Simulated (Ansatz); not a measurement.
**Relaxing nickel (fcc)**

Theory: DFT, LDA (PW92), plane waves (420 eV) with PAW, scalar-relativistic in Ansatz. (PAW data from PBE, frozen cores regenerated.)

k-point mesh 13×13×9, Fermi-Dirac smearing 0.05 eV, starting moments 0.80, -0.80 μB. Cell and atoms relax.

Starting structure:

```cif
data_structure
_symmetry_space_group_name_H-M 'P 1'
_symmetry_Int_Tables_number 1
_cell_length_a 2.4918
_cell_length_b 2.4918
_cell_length_c 3.5239
_cell_angle_alpha 90.000
_cell_angle_beta 90.000
_cell_angle_gamma 90.000
_cell_volume 21.88
loop_
_atom_site_label
_atom_site_type_symbol
_atom_site_fract_x
_atom_site_fract_y
_atom_site_fract_z
_atom_site_occupancy
Ni1 Ni 0.00000 0.00000 0.00000 1
Ni2 Ni 0.50000 0.50000 0.50000 1
```

What cell does the relaxation end in?

Fm-3m with a = 3.419 Å; 9.99 Å³ per atom against 10.94 at the start (-8.7 %).

How much energy does the relaxation gain?

60.9 meV per atom.

Which magnetic state does it end in?

non-magnetic.
